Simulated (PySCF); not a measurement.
## Telling isomers of C3H6FNO apart by NMR

- shielding tensors at PBE0/pcSseg-1 (GIAO)
- structure optimised with GFN2-xTB
- code: PySCF 2.14.0 with density-fitted response routines
- averaged over atoms made equivalent by symmetry, fast rotation or ring inversion, relativity neglected, one conformer, no solvent model

Referencing at the same level of theory: 1H (31.72 ppm), 13C (186.93 ppm) vs TMS. Splittings of carbon signals by F and P are missing where no couplings were computed. Where no couplings were computed, multiplicities follow the n + 1 count of equivalent neighbours, and m marks all less simple cases (inequivalent or close neighbours, rings, F or P nearby). Acid and N–H amide carbonyl carbons lie up to 10 ppm further downfield in solution (hydrogen bonding). Shifts are as computed. Against solution values, carbons near 30 ppm lie about +3 ppm off and those near 130 ppm about +5 ppm. Of 1211 compounds with measured shifts, 218 miss one by over three times the rms of a fit or turn the order of signals round; such compounds aren't used in these exercises. Groups on amide-type nitrogens are kept apart (slow C–N rotation). OH and NH positions are gas-phase values without hydrogen bonding to other molecules.

(1) Tabulate the signals of `NC(=O)CCF`, `C[C@@H](F)C(N)=O` and their relative energies.

(2) What is the quickest way to tell NC(=O)CCF from C[C@@H](F)C(N)=O?

## Answers

(1) 
```json
{"SMILES": "NC(=O)CCF", "carbon types": "1×C 2×CH2", "δC": "170.0, 83.3, 37.2", "δH": "5.04 (m, 2H), 4.77 (br, 1H), 4.56 (br, 1H), 2.57 (m, 2H)", "E rel. (kcal/mol)": "4.6"}
{"SMILES": "C[C@@H](F)C(N)=O", "carbon types": "1×C 1×CH 1×CH3", "δC": "173.6, 93.5, 21.7", "δH": "6.02 (br, 1H), 5.04 (m, 1H), 4.65 (br, 1H), 1.60 (m, 3H)", "E rel. (kcal/mol)": "0.0"}
```

Energies are electronic energies at PBE0/pcSseg-1 on these geometries, without zero-point or thermal terms, each for the one conformer computed, which needn't be the lowest.

(2) Both give the same number of carbon signals, but DEPT or the intensities differ. The first has an sp3 CH2 bonded to F at 83.3 ppm, the second an sp3 CH bonded to F, α to a carbonyl at 93.5 ppm. Their most deshielded carbons lie at 170.0 and 173.6 ppm.
